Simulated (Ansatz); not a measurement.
# BHS: vertical ionisation energy

An exercise on one series of results from a longer session: the logs are not shown, and one member is left open.

Program: Ansatz 0.2.0, Gaussian basis. Level of theory: unrestricted cation, the program's frozen cores in correlated methods. These are calculated values, not measurements.

Levels to be run: UKS PBE-D4/def2-TZVPP; UKS r2SCAN-D4/def2-TZVPP; UKS PBE0-D4/def2-TZVPP; UKS B3LYP-D4/def2-TZVPP; UKS wB97X-V/def2-TZVPP; UKS wB97M-V/def2-TZVPP; UKS B2PLYP/def2-TZVPP; UHF-CCSD(T)/def2-TZVPP; UHF-CCSD(T)/def2-QZVPP; extrapolation to the limit; then −ε(HOMO) from the neutral's earlier runs with LDA (SPW92), PBE-D4, revPBE-D4, BLYP-D4, r2SCAN-D4, B97M-V, PBE0-D4, B3LYP-D4, r2SCANh-D4, r2SCAN0-D4, HSE06-D4, BHLYP-D4, CAM-B3LYP-D4, LC-ωPBE, ωB97X-V, ωB97M-V.

## The geometry

The geometry comes from an earlier relaxation with PBE0-D4 in a triple-zeta def2 set; it is a stationary point.

3 atoms, charge 0, spin multiplicity 1.

Atoms are counted from 1 here; the program's logs count them from 0.

Bond lengths: B1–S2 1.598 Å, B1–H3 1.175 Å. Angles: S2–B1–H3 180.0°.

Set-up of the first run:

Contents of in.yaml:

```yaml
crystal:
  periodic: [false, false, false]
  atoms:
    - {symbol: B, position_ang: [-0.038631, -0.014314, 0.134807]}
    - {symbol: S, position_ang: [0.399156, 0.147542, -1.393323]}
    - {symbol: H, position_ang: [-0.360535, -0.133228, 1.258507]}
basis:
  gaussian: {orbitals: def2-TZVPP}
total_charge: 1
magnetization: {spin_polarized: true, initial_magnetization: 1}
hamiltonian: {xc: pbe, dispersion: d4}
```

On the command line:

```console
ansatz run in.yaml --threads 2 --pin off --events-out ev --progress --plain --max-ram 22528MiB --backend cpu
```

Steps of the session up to this table: Cation, UKS PBE-D4/def2-TZVPP; Cation, UKS r2SCAN-D4/def2-TZVPP; Cation, UKS PBE0-D4/def2-TZVPP; Cation, UKS B3LYP-D4/def2-TZVPP; Cation, UKS wB97X-V/def2-TZVPP; Cation, UKS wB97M-V/def2-TZVPP; Cation, UKS B2PLYP (frozen core)/def2-TZVPP; Cation, UHF-CCSD(T)/def2-TZVPP; Cation, UHF-CCSD(T)/def2-QZVPP.

One of the session's tables, all rows but one given; the rest of the session is left out.

Orbital estimates, from the neutral's runs:

```
  functional  −ε(HOMO) (eV)
 LDA (SPW92)           7.55
      PBE-D4           7.41
   revPBE-D4           7.35
     BLYP-D4           7.20
   r2SCAN-D4           7.65
      B97M-V           7.64
     PBE0-D4           8.53
    B3LYP-D4           8.26
  r2SCANh-D4           8.07
  r2SCAN0-D4           8.69
    HSE06-D4           8.12
    BHLYP-D4           9.45
CAM-B3LYP-D4              ?
     LC-ωPBE          11.22
     ωB97X-V          10.83
     ωB97M-V          10.67
```

**Question.** Estimate the row for CAM-B3LYP-D4.

**Answer.** −ε(HOMO) (eV): 9.80. In the column «−ε(HOMO) (eV)» it lies between BHLYP-D4 (9.45) and ωB97M-V (10.67).
